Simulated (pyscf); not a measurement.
Thermochemistry of product channels of `[NH]=[SiH][Cl]` + `[NH2]` [doublet] on the doublet surface, in kcal/mol, from ωB97M-D3(BJ)/def2-TZVP energies (ideal gas, 1 atm, RRHO with modes under 100 cm⁻¹ raised to 100, one conformer, R ln 2 for chiral ones without a mode under 150 cm⁻¹). Single points on ωB97X-D3(BJ)/def2-SVP structures (PySCF, gas phase).

```csv
products,ΔE,ΔH(298 K),ΔG(600 K),ΔG(900 K)
`[NH][SiH]([NH2])[Cl]` [doublet],-66.3,-63.4,-43.7,-34.4
`[NH2][Si]([NH2])[Cl]` [doublet],-85.8,-80.2,-60.5,-51.0
```

These are energies of the channels, which say nothing of barriers. HN=SiH–Cl lies 26.4 kcal/mol over its isomer H₂N–Si:–Cl [singlet] (electronic energy, ωB97M-D3(BJ)/def2-TZVP).
